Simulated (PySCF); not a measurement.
ABN, C₇H₆N₂.
SMILES: `N#Cc1ccc(N)cc1`

Method used: PySCF 2.14.0, PBE0-D3(BJ)/def2-SVP geometry optimisation, gas phase.

Take the most abundant isotopes and a rigid rotor. 

Give the principal moments of inertia and the rotational constants in GHz.

Ia = 90.42, Ib = 510.61, Ic = 600.86 u·Å²; 505379 MHz·u·Å²/I gives 5589, 989.7 and 841.1 MHz, that is A = 5.5891, B = 0.9897, C = 0.8411 GHz.

What kind of rotor is it?

A near-prolate asymmetric top; Ray's κ = -0.937.

What does the inertial defect say?

Not planar: Δ = Ic − Ia − Ib = -0.17 u·Å². For a rigid frame Δ = −2 Σ m c², so Σ m c² = 0.09 u·Å² lies off the ab plane: 0.07 from hydrogen and 0.01 from heavier atoms. The atom farthest from that plane is 0.19 Å away.

Give the coordinates in the principal-axis frame, origin at the centre of mass.

The sense of each axis is arbitrary; atoms in the order of the calculation.
```
atom  mass (u)   a (Å)   b (Å)   c (Å)
  N1    14.003  -3.621   0.000  -0.001
  C2    12.000  -2.461   0.000   0.000
  C3    12.000  -1.033  -0.001   0.000
  C4    12.000  -0.315  -1.208   0.000
  C5    12.000   1.068  -1.209  -0.002
  C6    12.000   1.792   0.000  -0.002
  N7    14.003   3.158   0.000   0.032
  C8    12.000   1.067   1.210  -0.002
  C9    12.000  -0.316   1.207   0.000
 H10     1.008  -0.859  -2.155  -0.001
 H11     1.008   1.610  -2.159   0.000
 H12     1.008   3.646   0.856  -0.189
 H13     1.008   3.649  -0.854  -0.188
 H14     1.008   1.608   2.160   0.000
 H15     1.008  -0.861   2.153  -0.001
```

Which lines would a microwave search look for?

The dipole components are |μa| = 7.07 D, |μb| = 0.00 D, |μc| = 0.64 D. The squared components, which scale the intensities, stand as 1.00 : 0.00 : 0.01 (a : b : c). Some lines, for components of 0.1 D or more:

| type | branch | J(Ka,Kc) | MHz | lower level (cm⁻¹) |
| --- | --- | --- | --- | --- |
| a | R | 4(2,3) ← 3(2,2) | 7321 | 0.990 |
| a | R | 4(3,1) ← 3(3,0) | 7331 | 1.770 |
| a | R | 4(1,3) ← 3(1,2) | 7613 | 0.537 |
| a | R | 5(2,4) ← 4(2,3) | 9146 | 1.234 |
| c | R | 4(2,2) ← 3(1,2) | 20951 | 0.537 |
| c | R | 4(2,3) ← 3(1,3) | 21790 | 0.507 |
| c | Q | 5(3,3) ← 5(2,3) | 23277 | 1.543 |
| c | Q | 3(3,1) ← 3(2,1) | 23353 | 0.991 |
| c | R | 5(2,4) ← 4(1,4) | 23917 | 0.742 |
| c | R | 3(3,1) ← 2(2,1) | 28863 | 0.807 |
| c | R | 4(3,1) ← 3(2,1) | 30684 | 0.991 |
| c | R | 5(3,2) ← 4(2,2) | 32495 | 1.236 |
| c | Q | 5(4,2) ← 5(3,2) | 32704 | 2.320 |
| c | Q | 5(5,1) ← 5(4,1) | 42056 | 3.411 |

No PBE0-D3(BJ)/def2-SVP frequencies stand behind this structure, so it isn't proved a minimum. These are rigid-rotor constants of the computed structure; measured ground-state constants (B0) also hold zero-point vibration. A rigid rotor knows nothing of inversion at nitrogen, which can split or shift real lines. Quadrupole hyperfine structure (14N) is left out.

Conformer computed: `[N:1]#[C:2][c:3]1[cH:4][cH:5][c:6]([NH2:7])[cH:8][cH:9]1`: H–N7–C6–C5 166°, H–N7–C6–C5 16°.
